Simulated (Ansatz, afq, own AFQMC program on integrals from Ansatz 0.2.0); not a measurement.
**SiH₄, triplet: AFQMC among the cluster methods**

```xyz
5

Si    0.0000    0.0000    0.0000
H    -0.0115    1.0851    1.0776
H    -0.0165   -1.0776    1.0850
H     0.0165    1.0776   -1.0850
H     0.0115   -1.0851   -1.0776
```

Basis 6-31G. Noble-gas cores (and the filled d shells of Ga–Kr and In–Xe) are frozen. Ansatz 0.2.0 and our own AFQMC program on the same integrals; the CISD trial comes from CCSD amplitudes, and released means the phaseless constraint is let go. Free AFQMC starts from the CCSD state and is never constrained. Its projection time is finite, and what remains of the start isn't in its error. Uncertainties: one standard error, sampling alone.

Determinant: UHF, the one that the program's search chose, which needn't be the lowest solution. The geometry is a point of a scan.

Full CI on the same integrals is exact in this basis and with this determinant's frozen core.

Cautions: lower spins were not checked.

The T1 diagnostic is 0.0123, the weight of the determinant in the CISD state is 0.922 and the ⟨S²⟩ of the determinant is 2.026. The size of the correlated space is 8 electrons in 16 orbitals.

(1) Estimate: order these by the size of their error in total energy against full CI, smallest first.
A. phaseless AFQMC with the Hartree–Fock trial
B. CCSDTQ
C. MP2
D. phaseless AFQMC with a CISD trial

(1) B (0.0 kJ/mol), D (1.0 ± 0.2 kJ/mol), A (8.4 ± 1.1 kJ/mol), C (81.1 kJ/mol).

Reference: full CI, correlation energy -2.424 eV.

A walk keeps the symmetry of its determinant, which the program's search chose and which needn't be the lowest solution, so a lower state of the same spin and another symmetry isn't excluded.
